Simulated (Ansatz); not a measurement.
```yaml
crystal:
  periodic: [false, false, false]
  atoms:
    - {symbol: C, position_ang: [0.000000, 0.000000, -1.444987]}
    - {symbol: C, position_ang: [0.000000, 0.000000, -0.229571]}
    - {symbol: Ge, position_ang: [0.000000, 0.000000, 1.674558]}
basis:
  gaussian: {orbitals: def2-TZVP}
magnetization: {spin_polarized: true, initial_magnetization: 2}
hamiltonian: {xc: pbe0}
relax: {f_tol: 0.004, max_steps: 80}
```

```sh
$ ansatz run in.yaml --threads 1 --pin off --events-out ev --progress --plain --max-ram 2176MiB
```

Steps of the relaxation (energy above the last step; positions in Å, forces in eV/Å):

```
3
step 1, 14.8 meV
C     0.000    0.000   -1.445    0.000    0.000   -1.531
C     0.000    0.000   -0.230    0.000    0.000    1.697
Ge    0.000    0.000    1.675    0.000    0.000   -0.166
```

```
3
step 2, 0.9 meV
C     0.000    0.000   -1.453    0.000    0.000   -0.215
C     0.000    0.000   -0.223    0.000    0.000    0.343
Ge    0.000    0.000    1.676    0.000    0.000   -0.128
```

```
3
step 3, 0.0 meV
C     0.000    0.000   -1.453    0.000    0.000   -0.004
C     0.000    0.000   -0.219    0.000    0.000    0.022
Ge    0.000    0.000    1.672    0.000    0.000   -0.018
```

```
3
step 4, 0.0 meV
C     0.000    0.000   -1.452    0.000    0.000   -0.001
C     0.000    0.000   -0.219    0.000    0.000    0.000
Ge    0.000    0.000    1.671    0.000    0.000    0.000
```

Close pairs at the end: C1–C2 1.234 Å, C2–Ge3 1.890 Å.

A stationary point of unrestricted PBE0 after 4 steps, with ⟨S²⟩ = 2.055 against 2.00 for a pure state; no frequencies were run, so it isn't proven a minimum. 12 s on 1 thread of Intel Xeon 6975P-C, shared host.
